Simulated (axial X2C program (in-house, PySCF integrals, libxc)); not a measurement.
**Which molecule gave these maps?**

PBE0 fields computed with an axial X2C code built on PySCF integrals, spin-free, near the equilibrium distance, one atom at z = 0.

The maps cover the half plane through the axis: z from -2.4 to 3.0 Å along the bond, ρ from 0.15 to 2.25 Å away from it.

log10 of the density in e/bohr³:

```
 ρ\z  -2.4  -1.8  -1.2  -0.6   0.0   0.6   1.2   1.8   2.4   3.0
0.15  -4.1  -3.0  -1.8  -0.7   0.7  -0.3   0.6  -0.9  -1.9  -3.0
0.45  -4.1  -3.1  -2.0  -0.9  -0.4  -0.6  -0.7  -1.1  -2.0  -3.1
0.75  -4.3  -3.2  -2.2  -1.4  -1.0  -1.0  -1.1  -1.5  -2.3  -3.3
1.05  -4.5  -3.5  -2.6  -1.9  -1.5  -1.5  -1.6  -1.9  -2.6  -3.5
1.35  -4.7  -3.8  -3.0  -2.4  -2.1  -2.0  -2.1  -2.4  -3.0  -3.8
1.65  -5.0  -4.1  -3.4  -2.9  -2.6  -2.5  -2.6  -2.9  -3.4  -4.1
1.95  -5.3  -4.5  -3.9  -3.4  -3.1  -3.1  -3.1  -3.4  -3.8  -4.5
2.25  -5.6  -4.9  -4.3  -3.9  -3.6  -3.6  -3.6  -3.8  -4.3  -4.9
```

Electron localisation function (collinear form, no current term, damped to 0 at low density):

```
 ρ\z  -2.4  -1.8  -1.2  -0.6   0.0   0.6   1.2   1.8   2.4   3.0
0.15  0.00  0.27  0.86  0.94  0.80  0.82  0.96  0.93  0.89  0.43
0.45  0.00  0.21  0.81  0.92  0.66  0.84  0.37  0.93  0.87  0.34
0.75  0.00  0.12  0.68  0.86  0.79  0.77  0.79  0.89  0.79  0.19
1.05  0.00  0.04  0.43  0.69  0.63  0.62  0.71  0.77  0.60  0.07
1.35  0.00  0.01  0.19  0.40  0.39  0.41  0.52  0.54  0.29  0.01
1.65  0.00  0.00  0.05  0.16  0.18  0.22  0.28  0.25  0.07  0.00
1.95  0.00  0.00  0.01  0.04  0.06  0.08  0.10  0.06  0.01  0.00
2.25  0.00  0.00  0.00  0.00  0.01  0.02  0.02  0.01  0.00  0.00
```

Axial spin density in 10⁻³ e/bohr³:

```
 ρ\z  -2.4  -1.8  -1.2  -0.6    0.0   0.6   1.2   1.8  2.4  3.0
0.15   0.0   0.2   2.3  32.1  -23.2  64.8  12.0  93.9  9.5  0.8
0.45   0.0   0.1   1.5  11.3  -17.1  12.4  29.7  49.2  6.6  0.6
0.75   0.0   0.1   0.6   2.2   -5.3  -0.4  11.8  17.4  3.4  0.4
1.05   0.0   0.0   0.2   0.3   -1.3  -0.4   3.6   5.2  1.4  0.2
1.35   0.0   0.0   0.1   0.0   -0.3   0.0   1.1   1.5  0.5  0.1
1.65   0.0   0.0   0.0   0.0   -0.1   0.0   0.3   0.4  0.2  0.0
1.95   0.0   0.0   0.0   0.0    0.0   0.0   0.1   0.1  0.1  0.0
2.25   0.0   0.0   0.0   0.0    0.0   0.0   0.0   0.0  0.0  0.0
```

Task: Which molecule is it?
A. TaC⁻
B. LiC
C. LiNa
D. CN

Result: D. CN, with N at z = 0 and C at z = 1.162 Å, state M_S = 1/2, Λ = 0 (beyond evenly filled blocks: σα), basis N dyall-av3z [7s7p3d2f], C dyall-v3z [7s6p2d1f] (cores contracted in-house). The state is one determinant whose occupation by symmetry is held fixed; it was picked as the lowest of a PBE0 search that is not exhaustive.
